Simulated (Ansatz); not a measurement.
**Relaxing Mg**

All numbers below come from DFT r2SCAN, scalar-relativistic, plane waves, PAW in Ansatz. Cutoff 500 eV, Γ-centred k mesh, Gaussian smearing, no spin polarisation in the final step.

Mg was placed on the black phosphorus structure type (Cmce, No. 64), at a guessed volume.

```yaml
crystal:
  lattice:
    - [1.77373, -5.62665, 0.00000]
    - [1.77373, 5.62665, 0.00000]
    - [0.00000, 0.00000, 4.69423]
  atoms:
    - { symbol: Mg, position: [0.09800, 0.90200, 0.91000] }
    - { symbol: Mg, position: [0.59800, 0.40200, 0.59000] }
    - { symbol: Mg, position: [0.90200, 0.09800, 0.09000] }
    - { symbol: Mg, position: [0.40200, 0.59800, 0.41000] }
```

Cell and atoms relax at zero pressure; the relaxation can't lower the symmetry of the start. After a coarse first stage the cell is made exact in the group found at 0.06 Å.

Energies count from the standard state of Mg at the same level.

**Question.** What does it relax into?

**Answer.** It ends in Fmmm (No. 69). Conventional cell: a = 3.205 Å, b = 5.251 Å, c = 11.376 Å. Around Mg lie 9 Mg at 3.05–3.21 Å and 2 Mg at 3.72 Å.

```
Mg
1.0
     0.00000    2.62568    5.68813
     1.60273    0.00000    5.68813
     1.60273    2.62568    0.00000
Mg
2
Direct
  0.86591 0.86591 0.13409
  0.13409 0.13409 0.86591
```

**Question.** What are its volume, energy, density and gap?

**Answer.** The volume per atom is 23.94 Å³ and the density is 1.69 g/cm³. The energy over the standard structure is 0.16 eV/atom and the gap on the 20×20×20 mesh is 0 eV (a metal).

The final run used a 20×20×20 mesh on its 2-atom cell and 0.10 eV smearing. The k mesh leaves about 4 meV/atom of noise in metals. Symmetry constrained the relaxation, so the result can be a saddle point. The steps took of the order of 11 core-minutes in all.

This form isn't the element's structure at ambient conditions.